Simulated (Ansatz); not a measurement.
A structure relaxed at PBE0-D4/def2-TZVP, charge 0, multiplicity 1:

```xyz
6

N     0.0399   -1.5039    0.2910
Mg   -0.2077    0.3497    0.1072
S    -0.5318    2.6077   -0.0967
H    -0.4099   -2.2245   -0.2533
H     0.6508   -1.9636    0.9493
H     0.4587    2.7346   -0.9976
```

Problem. Give its formula and SMILES.

Solution. H3MgNS, `[NH2][Mg][SH]`.

Problem. Point group (tolerance 0.08 Å, 0.16 Å for H)?

Solution. Cs.

Problem. Summarise the bond lengths by kind.

Solution. 1 × Mg–N 1.879 Å; 2 × H–N 1.009 Å; 1 × Mg–S 2.290 Å; 1 × H–S 1.345 Å.

Computed with Ansatz.
